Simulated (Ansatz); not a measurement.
```yaml
crystal:
  periodic: [false, false, false]
  atoms:
    - {symbol: N, position_ang: [-0.288734, -0.037401, -0.846897]}
    - {symbol: Al, position_ang: [0.490543, -1.377637, 0.014055]}
    - {symbol: Si, position_ang: [-0.001416, 0.762231, 0.698153]}
    - {symbol: H, position_ang: [-0.717724, 0.310809, -1.690507]}
    - {symbol: H, position_ang: [0.883165, -2.868412, -0.325831]}
    - {symbol: H, position_ang: [-1.219005, 1.201378, 1.442533]}
    - {symbol: H, position_ang: [0.914372, 1.941032, 0.662996]}
basis:
  gaussian: {orbitals: aug-cc-pVDZ}
hamiltonian: {xc: {name: BLYP}, dispersion: d3bjatm}
output: {forces: true}
```

```sh
$ ansatz run in.yaml --threads 2 --pin off --events-out ev --progress --plain --max-ram 4352MiB
```

Output, abridged:

```
Functional definition: BLYP
1141 factors; their error is unknown
mean field evaluation 1: about -16012.3110 eV, gradient 8.6e1 eV
mean field evaluation 2: about -15893.9974 eV, gradient 1.7e2 eV
mean field evaluation 4: about -16027.8144 eV, gradient 1.3e1 eV
mean field evaluation 8: about -16028.7045 eV, gradient 8.7e-2 eV
mean field evaluation 16: about -16028.6464 eV, gradient 4.8e-5 eV
mean field -16028.64638311 eV, -589.0418899724 hartree, gradient 5.0e-5 eV, S^2 0.000000; 0 other end points of the search recorded, 0 dependent functions left out
reference -16028.64683098 eV, -589.0419064314 hartree; 19, 19 occupied and 94, 94 virtual orbitals, 1141 factors
Total energy: -16028.93552866 eV, -589.0525158756 hartree
Atom 0 at    -0.288734    -0.037401    -0.846897 Å, force    -0.331488    -0.011080    -0.917713 eV/Å
Atom 1 at     0.490543    -1.377637     0.014055 Å, force     0.467512    -0.961784     0.367017 eV/Å
Atom 2 at    -0.001416     0.762231     0.698153 Å, force     0.173371     0.608944     1.052139 eV/Å
Atom 3 at    -0.717724     0.310809    -1.690507 Å, force    -0.275075     0.194898    -0.567855 eV/Å
Atom 4 at     0.883165    -2.868412    -0.325831 Å, force     0.031969    -0.140797    -0.046181 eV/Å
Atom 5 at    -1.219005     1.201378     1.442533 Å, force    -0.260021     0.076243     0.139193 eV/Å
Atom 6 at     0.914372     1.941032     0.662996 Å, force     0.193731     0.233576    -0.026601 eV/Å
Dipole moment:     0.001659    -0.162695    -0.149860 e Å
```

Run time 2.3 s (2 threads of an Arm Neoverse V1 on a shared host); peak host memory 0.15 GiB.
